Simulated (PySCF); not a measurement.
# How the method moves the HOMO and LUMO of `FP(F)F`

PF3.
Atom-mapped SMILES: `[F:1][P:2]([F:3])[F:4]`

Cartesian coordinates in Å at the PBE0-D3(BJ)/def2-SVP level; atoms count from 1:
```xyz
4
PF3 angstrom
F     -0.8266   -1.0649   -0.3780
P      0.0177   -0.1071    0.5791
F      1.3789   -0.1382   -0.2532
F     -0.5321    1.2822    0.0171
```

Basis pcSseg-2 throughout (PySCF), one geometry. Isolated species at its PBE0-D3(BJ)/def2-SVP geometry, gas phase.

Q: How do the orbital energies, the gap and the dipole change with the method?

A: 
```
  method           kind  HOMO (eV)  LUMO (eV)  gap (eV)  μ (D)  SCF cycles
    OPBE            GGA      -7.92      -1.30      6.62   1.05          13
    BLYP            GGA      -7.94      -1.37      6.57   1.26          12
     PBE            GGA      -8.00      -1.45      6.55   1.17          13
   B97-D            GGA      -8.03      -1.35      6.69   1.21          13
    BP86            GGA      -8.12      -1.51      6.61   1.18          12
     KT2            GGA      -8.13      -1.55      6.59   1.24          13
     KT3            GGA      -8.15      -1.52      6.63   1.22          13
     LDA            LDA      -8.18      -1.71      6.48   1.22          12
   B3LYP  global hybrid      -9.28      -0.79      8.48   1.38          12
    PBE0  global hybrid      -9.46      -0.52      8.95   1.31          12
mPW1PW91  global hybrid      -9.50      -0.52      8.98   1.32          12
      HF   Hartree–Fock     -12.94       2.86     15.80   1.60           9
```

The HOMO spans 5.02 eV, from OPBE down to HF, and the gap runs from 6.48 eV (LDA) to 15.80 eV (HF). Over the methods OPBE (0 %), BLYP (0 %), PBE (0 %), B97-D (0 %), BP86 (0 %), KT2 (0 %), KT3 (0 %), LDA (0 %), B3LYP (20 %), PBE0 (25 %), mPW1PW91 (25 %), HF (100 %), a straight line through the gap against the share of exact exchange rises by 0.92 eV for each 10 % (correlation coefficient 1.000). The dipole ranges from 1.05 D (OPBE) to 1.60 D (HF). This basis has no diffuse functions.
